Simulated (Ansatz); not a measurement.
System: C5H4N, net charge -1, singlet state. It need not be the lowest isomer of its formula. Whether it binds its extra electron was not tested at this geometry. SMILES: n1c[c-]ccc1
Geometry: optimised at B3LYP-D3(BJ)/def2-TZVP (Ansatz, an electronic-structure program).

Parts of the frozen-core correlation energy in STO-3G (Ansatz, hartree). Frozen orbitals: 6; correlated occupied orbitals by spin: 15 and 15; virtual: 13 and 13. No spin-orbit coupling. No relativistic terms. The restricted reference is unstable.

```json
[
 {"term": "reference (HF)", "value": "-242.84299"},
 {"term": "MP2 opposite-spin", "value": "-0.26085"},
 {"term": "MP2 same-spin", "value": "(withheld)"},
 {"term": "CCSD correlation", "value": "(withheld)"},
 {"term": "(T)", "value": "(withheld)"},
 {"term": "T1 diagnostic", "value": "0.009"},
 {"term": "largest doubles amplitude", "value": "0.132"}
]
```

### Question
Some entries are withheld; supply them.

### Answer

- MP2 same-spin, value: -0.07303
- CCSD correlation, value: -0.39336
- (T), value: -0.01055
